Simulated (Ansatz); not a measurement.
**BeHO (doublet): the correlation ladder, cc-pVDZ**

Aim: climb from Hartree-Fock through coupled cluster for BeHO (doublet) at one geometry and basis, and see what each rung misses.

Computed with Ansatz 0.2.0, Gaussian basis. Level: cc-pVDZ, core rule «outside noble gas», up to 2 orbitals frozen.

To be run: UHF; CCSD(T) on ROHF; CCSD(T) on UHF; BCCD(T) on ROHF; CISD; CCSDT(Q) on ROHF; CCSDT(Q) on UHF; CCSDTQ on ROHF; CCSDTQ on UHF.

13 further runs of the same task are left out: 9 for a known fault of the program, 4 set aside as unsound or not needed.

### Step 1. The geometry

The geometry is a PBE0/def2-TZVP stationary point (not a proven minimum).

3 atoms, charge 0, spin multiplicity 2.

Atoms are counted from 1 here; the program's logs count them from 0.

Bond lengths: O1–Be2 1.382 Å, O1–H3 0.944 Å. Angles: Be2–O1–H3 180.0°.

### Step 2. UHF

in.yaml reads:

```yaml
crystal:
  periodic: [false, false, false]
  atoms:
    - {symbol: O, position_ang: [0.000000, 0.000000, 0.146067]}
    - {symbol: Be, position_ang: [0.000000, 0.000000, -1.235633]}
    - {symbol: H, position_ang: [0.000000, 0.000000, 1.089567]}
basis:
  gaussian: {orbitals: cc-pVDZ}
magnetization: {spin_polarized: true, initial_magnetization: 1}
hamiltonian: {xc: hf}
output: {orbitals: {seedname: orbitals}}
```

Command:

```bash
ansatz run in.yaml --threads 1 --pin off --events-out ev --progress --plain --max-ram 2816MiB --backend cpu
```

The runs that follow: CCSD(T) on ROHF; CCSD(T) on UHF; BCCD(T) on ROHF; CISD; CCSDT(Q) on ROHF; CCSDT(Q) on UHF; CCSDTQ on ROHF; CCSDTQ on UHF.

**Question.** What will the summary of the whole plan be? Wanted: UCCSDTQ below the RHF energy; RMP2 from UCCSDTQ; UMP2 from UCCSDTQ; RCCSD from UCCSDTQ; RCCSD(T) from UCCSDTQ; UCCSD(T) from UCCSDTQ; RCCSDT(Q) from UCCSDTQ; UCCSDT(Q) from UCCSDTQ; T1 diagnostic.

As calculated:

```
                         quantity                                                                       value
     UCCSDTQ below the RHF energy                                                                  -6.1309 eV
                RMP2 from UCCSDTQ                                                              +7.67 kcal/mol
                UMP2 from UCCSDTQ                                                              +7.51 kcal/mol
               RCCSD from UCCSDTQ                                                              +3.58 kcal/mol
            RCCSD(T) from UCCSDTQ                                                              +0.59 kcal/mol
            UCCSD(T) from UCCSDTQ                                                              +0.58 kcal/mol
           RCCSDT(Q) from UCCSDTQ                                                               0.00 kcal/mol
           UCCSDT(Q) from UCCSDTQ                                                              -0.05 kcal/mol
levels within 1 kcal/mol (43 meV)  RCCSD(T), UCCSD(T), BCCD(T), RCCSDT, UCCSDT, RCCSDT(Q), UCCSDT(Q), RCCSDTQ
                    T1 diagnostic                                                                       0.020
```

What this shows: RCCSD(T) misses by +0.59 kcal/mol, 0.4 % of the correlation energy. These misses are within one basis, not against nature; the frozen cores of restricted and unrestricted runs differ, which can shift their rows.
